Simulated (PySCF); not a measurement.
HN2, SMILES N#[NH+], charge +1.

Geometry optimised at PBE0-D3(BJ)/def2-TZVPD. The isomer is the one that the SMILES or the coordinates give; other isomers of the formula were not compared.

All values below come from ωB97X/def2-TZVPD (PySCF).

The molecule is in vacuum.

```json
{
 "total_energy": "-109.74165 hartree",
 "point_group": "C∞v",
 "highest_occupied_level": "-24.96 eV",
 "lowest_empty_level": "-7.48 eV",
 "orbital_gap": "17.48 eV",
 "dipole_moment_about_the_centre_of_nuclear_charge": "3.13 D",
 "mean_static_polarisability": "9.8 bohr³ (1.45 Å³)",
 "polarisability_principal_values": "7.8, 7.8, 13.9 bohr³"
}
```
